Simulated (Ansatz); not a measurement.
# SiP2H (quartet): the correlation ladder, cc-pVDZ

One table from this session's results is given with a row withheld; the runs are named, their logs left out.

Method: cc-pVDZ, core rule «outside noble gas», up to 15 orbitals frozen; program: Ansatz 0.2.0, Gaussian basis.

Plan: UHF; CCSD(T) on ROHF; CCSD(T) on UHF; BCCD(T) on ROHF; CISD; CCSDT(Q) on ROHF; CCSDT(Q) on UHF.

13 further runs of the same task are left out: 4 that didn't finish, 9 set aside as unsound or not needed.

## The geometry

The geometry is a PBE0/def2-TZVP stationary point (not a proven minimum) of the parent state, kept for this charge and spin.

4 atoms, charge 0, spin multiplicity 4.

Atoms are counted from 1 here; the program's logs count them from 0.

Bond lengths: P1–Si2 2.099 Å, P1–H4 1.429 Å, Si2–P3 2.012 Å. Angles: Si2–P1–H4 87.3°, P1–Si2–P3 175.6°.

Set-up of the first run:

in.yaml

```yaml
crystal:
  periodic: [false, false, false]
  atoms:
    - {symbol: P, position_ang: [-0.000006, -0.410564, 1.546288]}
    - {symbol: Si, position_ang: [0.000029, -0.286152, -0.549294]}
    - {symbol: P, position_ang: [-0.000008, -0.321661, -2.561269]}
    - {symbol: H, position_ang: [-0.000015, 1.018377, 1.564274]}
basis:
  gaussian: {orbitals: cc-pVDZ}
magnetization: {spin_polarized: true, initial_magnetization: 3}
hamiltonian: {xc: hf}
output: {orbitals: {seedname: orbitals}}
```

Command:

```console
> ansatz run in.yaml --threads 1 --pin off --events-out ev --progress --plain --max-ram 2393MiB
```

Steps of the session up to this table: UHF; CCSD(T) on ROHF; CCSD(T) on UHF; BCCD(T) on ROHF; CISD; CCSDT(Q) on ROHF; CCSDT(Q) on UHF.

One of the session's tables, all rows but one given; the rest of the session is left out.

| method | from RCCSDT(Q) (meV) |
| --- | --- |
| UHF | +8973.6 |
| RMP2 | +1666.1 |
| UMP2 | +1988.9 |
| CISD | +1817.5 |
| RCCSD | +594.1 |
| UCCSD | ? |
| RCCSD(T) | +134.3 |
| UCCSD(T) | +147.5 |
| BCCD(T) | +137.6 |
| RCCSDT | +56.3 |
| UCCSDT | +46.4 |
| RCCSDT(Q) | 0 |
| UCCSDT(Q) | -5.2 |

**Question.** Estimate the row for UCCSD.

The run gave: from RCCSDT(Q) (meV): +554.1. In the column «from RCCSDT(Q) (meV)» it lies between UCCSD(T) (+147.5) and RCCSD (+594.1).

Left out of the table: ROHF (another determinant or state than the rows shown).

To keep in mind: The report flags that the cluster equations may have other roots. The program flags RCCSD(T), BCCD(T), RCCSDT(Q) as in doubt, so the zero of the table is itself unsure. Warnings: spin contamination; coupled cluster took another determinant than the lowest. Restricted and unrestricted rows rest on different reference determinants; where their highest levels disagree by more than a few hundredths of an eV, they describe different states and don't form one ladder.
